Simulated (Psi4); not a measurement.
# C2H3Si (SMILES [C]#C[SiH3]), run twice

Aim: the polarisability of C2H3Si at UBHandH/6-311+G** (Cholesky decomposition).

Program for the calculation: Psi4 1.11.

3 further runs of the same task are left out: 1 that didn't finish, 2 set aside as unsound or not needed.

## 1. The molecule

The species is C2H3Si (6 atoms), meant as a doublet with charge 0. As SMILES, `[C]#C[SiH3]`. Geometry: relaxed at PBE0-D4/def2-TZVP.

Bond lengths: C1–C2 1.212 Å, C2–Si3 1.827 Å, Si3–H4 1.482 Å, Si3–H5 1.482 Å, Si3–H6 1.482 Å. Angles: C1–C2–Si3 179.9°, C2–Si3–H4 108.8°, C2–Si3–H5 108.8°, C2–Si3–H6 108.8°, H4–Si3–H5 110.1°, H4–Si3–H6 110.1°, H5–Si3–H6 110.1°.

## 2. Try one

The input, c2h3si.inp:

```
memory 1600 mb

molecule {
  0 2
  C      2.07832079    -3.67306067     2.01728264
  C      1.06561656    -1.87857674     1.01837341
  Si    -0.46543954     0.82656621    -0.48565961
  H     -2.74199261    -0.06746322    -1.85041982
  H      1.33452459     2.00140894    -2.28127738
  H     -1.19166129     2.66980507     1.49439542
  units au
}

set globals {
  reference               uks
  scf_type                cd
  diis                    false
  scf_initial_accelerator none
  guess                   core
  maxiter                 50
}

energy_value, wavefunction = properties("bhandh/6-311+G**", properties=['dipole_polarizabilities'], return_wfn=True)
print_variables()
```

On the command line:

```
$ psi4 -n 1 c2h3si.inp c2h3si.out
```

c2h3si.out:

```text
Psi4 1.11 release

   => Loading Basis Set <=

    Name: 6-311+G**
    Role: ORBITAL
    Keyword: BASIS

         ---------------------------------------------------------
                                   SCF
                              UKS Reference
                        1 Threads,   1525 MiB Core
         ---------------------------------------------------------

  ==> Geometry <==

    Molecular point group: c1
    Full point group: C1

    Geometry (in Bohr), charge = 0, multiplicity = 2:

[... 92 lines left out ...]
    Weights Tolerance      =       1.00E-15
[... 36 lines left out ...]
                        Total Energy        Delta E     RMS |[F,P]|
[... 1 line left out ...]
   @UKS iter   1:  -288.69451936560785   -2.88695e+02   2.60053e-01
   @UKS iter   2:  -243.71660844450540    4.49779e+01   6.51751e-02
   @UKS iter   3:  -300.48959190832090   -5.67730e+01   1.99494e-01
[... 1 line left out ...]
   @UKS iter  50:  -188.35663749467977    7.02891e+01   1.18176e-01
[... 1 line left out ...]
PsiException: Could not converge SCF iterations in 50 iterations.

  Failed to converge.

psi4.driver.p4util.exceptions.SCFConvergenceError: Could not converge SCF iterations in 50 iterations.

Printing out the relevant lines from the Psithon --> Python processed input file:
    core.set_global_option("SCF_TYPE", "cd")
    core.set_global_option("DIIS", "false")
    core.set_global_option("SCF_INITIAL_ACCELERATOR", "none")
    core.set_global_option("GUESS", "core")
    core.set_global_option("MAXITER", 50)
--> energy_value, wavefunction = properties("bhandh/6-311+G**", properties=['dipole_polarizabilities'], return_wfn=True)
    print_variables()

!------------------------------------------------------!
!                                                      !
!  Could not converge SCF iterations in 50 iterations. !
!                                                      !
!------------------------------------------------------!

    Psi4 run time: 0:00:24.56
```

Wall time 26 s (1 thread of Intel Xeon Platinum 8275CL at 3.00GHz (Skylake/Cascade Lake), shared host); peak memory 0.47 GiB.

## 3. What went wrong

The run stopped without converging.

The log says `Could not converge SCF iterations in 50 iterations.`. The fault: the convergence aids are set badly. The sound input differs in these keys, not all of which need be the cause: diis at its default in place of no; scf initial accelerator at its default in place of none; starting guess at its default in place of core.

## 4. The mended input

The input, job.inp:

```
memory 1600 mb

molecule {
  0 2
  C      2.07832079    -3.67306067     2.01728264
  C      1.06561656    -1.87857674     1.01837341
  Si    -0.46543954     0.82656621    -0.48565961
  H     -2.74199261    -0.06746322    -1.85041982
  H      1.33452459     2.00140894    -2.28127738
  H     -1.19166129     2.66980507     1.49439542
  units bohr
}

set reference uks
set scf_type cd

result, w = properties("bhandh/6-311+G**", properties=['dipole_polarizabilities'], return_wfn=True)
```

On the command line:

```
$ psi4 -n 1 job.inp job.out
```

job.out:

```text
[...]
  Running in c1 symmetry.
[...]
  Nuclear repulsion =   76.367132954154442
[...]
  Multiplicity = 2
[...]
  Nalpha       = 15
  Nbeta        = 14
[...]
    Number of basis functions: 92
[...]
   @UKS iter   1:  -365.71266738317945   -6.30656e-01   6.22988e-03 DIIS/ADIIS
[...]
   @UKS iter  10:  -365.87166386239227   -5.06947e-08   4.26621e-07 DIIS
[...]
   @S^2 Observed:                7.941004487E-01
[...]
    Orbital Energies [Eh]
    ---------------------
    Alpha Occupied:
       1A    -66.956057     2A    -10.579551     3A    -10.516985
       4A     -5.592226     5A     -3.869384     6A     -3.867862
       7A     -3.867861     8A     -0.885916     9A     -0.664211
      10A     -0.512400    11A     -0.449526    12A     -0.424376
      13A     -0.424361    14A     -0.361201    15A     -0.361197
    Alpha Virtual:
      16A      0.019768    17A      0.024964    18A      0.024974
      19A      0.034906    20A      0.054989    21A      0.055005
      22A      0.069059    23A      0.105500    24A      0.105558
      25A      0.114553    26A      0.118029    27A      0.118083
[...]
  @UKS Final Energy:  -365.87166386239227
   => Energetics <=
    Nuclear Repulsion Energy =             76.3671329541544424
    One-Electron Energy =                -656.0105776036359657
    Two-Electron Energy =                 229.1957427485636174
    DFT Exchange-Correlation Energy =     -15.4239619614742534
    Empirical Dispersion Energy =           0.0000000000000000
    VV10 Nonlocal Energy =                  0.0000000000000000
    Total Energy =                       -365.8716638623922677
[...]
 Multipole Moments:
 ------------------------------------------------------------------------------------
     Multipole            Electronic (a.u.)      Nuclear  (a.u.)        Total (a.u.)
 ------------------------------------------------------------------------------------
 L = 1.  Multiply by 2.5417464519 to convert [e a0] to [Debye]
 Dipole X            :          1.7689401           -1.8970314           -0.1280913
 Dipole Y            :         -3.1269114            3.3529337            0.2260223
 Dipole Z            :          1.7385035           -1.8642941           -0.1257906
 Magnitude           :                                                    0.2886464
[...]
```

It took 43 s on 1 thread of Intel Xeon Platinum 8275CL at 3.00GHz (Skylake/Cascade Lake), shared host; peak memory 0.51 GiB.

## 5. Results

At UBHandH/6-311+G** (Cholesky decomposition):

| quantity | value |
| --- | --- |
| total energy | -365.87166 Eh |
| dipole moment | 0.73 D |
| HOMO energy (highest over α and β) | -9.36 eV |
| LUMO energy (lowest over α and β) | -3.83 eV |
| ⟨S²⟩ | 0.794 |
| mean static polarisability | 46.2 bohr³ |
